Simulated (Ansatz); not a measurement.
# SiCl2 (SMILES Cl[Si]Cl) at 6 levels

Aim: a comparison of 6 runs (HF/STO-3G, HSE06/STO-3G, PBE0/STO-3G, UPBE/STO-3G, wB97M-V/STO-3G, FCI/STO-3G) of SiCl2. 

The results are computed with Ansatz 0.2.0.

39 further runs of the same task are left out: 5 that didn't finish, 34 set aside as unsound or not needed.

## Step 1: The system as given

SiCl2 has 3 atoms, charge 0, and is taken as a singlet. As SMILES, `Cl[Si]Cl`. The Si2–Cl1 distance was set to 5.193 Å, away from the relaxed value. At this shape a bond of the SMILES string is far longer than usual.

Bond lengths: Si2–Cl3 2.077 Å.

## Step 2: The energy at HF/STO-3G (run 1)

molecule.yaml reads:

```yaml
crystal:
  periodic: [false, false, false]
  atoms:
    - {symbol: Cl, position_ang: [1.889640, 4.025085, 1.477993]}
    - {symbol: Si, position_ang: [-0.770100, -0.010400, -0.422000]}
    - {symbol: Cl, position_ang: [0.476300, -1.593400, 0.084000]}
basis:
  gaussian: {orbitals: STO-3G}
hamiltonian: {xc: hf}
accuracy: high
```

The run is started by

```console
ansatz run molecule.yaml --threads 1 --pin off --max-ram 2610MiB --events-out events.jsonl --progress --plain --runs-dir runs
```

Log:

```text
Warning: RAYON_NUM_THREADS=1 ignored (pool sized by the plan → 1); use --threads N
Functional definition: HF
  name "HF"
  exchange = exact_x
  correlation = 0
431 factors; integrals over basis functions are off by at most 1.5e-8 eV
mean field evaluation 1: about -32504.0454 eV, gradient 1.7e1 eV
mean field evaluation 2: about -32504.0666 eV, gradient 1.7e1 eV
mean field evaluation 4: about -32505.3161 eV, gradient 1.1e1 eV
mean field evaluation 8: about -32400.0997 eV, gradient 2.9e1 eV
mean field evaluation 16: about -32506.4690 eV, gradient 1.5e-5 eV
mean field evaluation 32: about -32502.4319 eV, gradient 2.0e1 eV
mean field evaluation 64: about -32400.1608 eV, gradient 2.9e1 eV
mean field -32506.46895432 eV, -1194.5907003952 hartree, gradient 3.7e-8 eV, S^2 0.000000; 1 other end points of the search recorded, 0 dependent functions left out
reference -32506.46895432 eV, -1194.5907003952 hartree; 24, 24 occupied and 3, 3 virtual orbitals, 431 factors
Total energy: -32506.46895432 eV, -1194.5907003952 hartree
```

It took 0.24 s on 1 thread of Arm Neoverse V1, shared host.

## Step 3: The energy at HSE06/STO-3G (run 2)

input.yaml reads:

```yaml
crystal:
  periodic: [false, false, false]
  atoms:
    - {symbol: Cl, position_ang: [1.889640, 4.025085, 1.477993]}
    - {symbol: Si, position_ang: [-0.770100, -0.010400, -0.422000]}
    - {symbol: Cl, position_ang: [0.476300, -1.593400, 0.084000]}
basis:
  gaussian: {orbitals: STO-3G}
hamiltonian: {xc: hse06}
accuracy: high
```

The run is started by

```console
ansatz run input.yaml --threads 1 --pin off --max-ram 2610MiB --events-out events.jsonl --progress --plain --runs-dir runs
```

Log, shortened:

```text
Warning: RAYON_NUM_THREADS=1 ignored (pool sized by the plan → 1); use --threads N
Functional definition: HSE06
  name "HSE06"
[...]
431 factors; integrals over basis functions are off by at most 1.5e-8 eV
75 factors; integrals over basis functions are off by at most 1.1e-9 eV
[...]
mean field -32544.24442741 eV, -1195.9789234263 hartree, gradient 1.8e-8 eV, S^2 0.000000; 7 other end points of the search recorded, 0 dependent functions left out
reference -32544.24442954 eV, -1195.9789235046 hartree; 24, 24 occupied and 3, 3 virtual orbitals, 431 factors
Total energy: -32544.24442954 eV, -1195.9789235046 hartree
```

Run time: 17 s. Hardware: 1 thread of Arm Neoverse V1, shared host; peak memory 0.11 GiB.

Runs 3 to 5 aren't shown in full; the table further down has their settings and results.

## Step 4: The energy at FCI/STO-3G (run 6)

run.yaml reads:

```yaml
crystal:
  periodic: [false, false, false]
  atoms:
    - {symbol: Cl, position_ang: [1.889640, 4.025085, 1.477993]}
    - {symbol: Si, position_ang: [-0.770100, -0.010400, -0.422000]}
    - {symbol: Cl, position_ang: [0.476300, -1.593400, 0.084000]}
basis:
  gaussian:
    orbitals: STO-3G
correlation:
  method: fci
  frozen_orbitals: {Cl: 5, Si: 5}
accuracy: high
```

The run is started by

```console
ansatz run run.yaml --threads 1 --pin off --max-ram 2610MiB --events-out events.jsonl --progress --plain --runs-dir runs
```

Log, shortened:

```text
Warning: RAYON_NUM_THREADS=1 ignored (pool sized by the plan → 1); use --threads N
[... 2 set-up lines as earlier in the session ...]
[...]
431 factors; integrals over basis functions are off by at most 1.5e-8 eV
[...]
mean field -32506.46895432 eV, -1194.5907003952 hartree, gradient 3.7e-8 eV, S^2 0.000000; 4 other end points of the search recorded, 0 dependent functions left out; unrestricted orbitals would lower it
[...]
unrestricted determinant -32509.61708340 eV, -1194.7063920050 hartree, S^2 1.0027
15 core orbitals not correlated: weight in the atoms' cores, before any rotation towards them, 1.000 or more for the frozen orbitals, at most 0.000 for the correlated occupied ones
reference -32506.46895432 eV, -1194.5907003952 hartree; 9, 9 occupied and 3, 3 virtual orbitals, 431 factors
state -32510.48318692 eV, -1194.7382207225 hartree
Total energy: -32510.48318692 eV, -1194.7382207225 hartree
```

It took 1.1 s on 1 thread of Arm Neoverse V1, shared host.

## Step 5: The series

```
run           level  frozen core orbitals   energy (Eh)  wall time
  1       HF/STO-3G                     –  -1194.590700     0.24 s
  2    HSE06/STO-3G                     –  -1195.978924       17 s
  3     PBE0/STO-3G                     –  -1195.996509       19 s
  4     UPBE/STO-3G                     –  -1195.853111       54 s
  5  wB97M-V/STO-3G                     –  -1196.477672       45 s
  6      FCI/STO-3G                    15  -1194.738221      1.1 s
```

## Step 6: What came out

| quantity | value |
| --- | --- |
| run 6: total energy | -1194.73822 Eh |
| run 6: correlation energy (15 core orbitals frozen) | -147.5 mEh |

In words: Against full CI in this basis: HF +147.5 mEh. Totals of different functionals can't be ranked against each other. In runs 1, 2, 3, 4, 5, 6 the basis is minimal, so the values are rough. In runs 1, 2, 3, 5 a closed-shell determinant meets a far-stretched bond, which it describes badly. Spin contamination of the reference: run 4 ⟨S²⟩ = 0.66. Where it is this large, the reference is a mixture of spin states, and values that rest on it are in doubt. All runs together took 2.3 min, the longest 54 s.
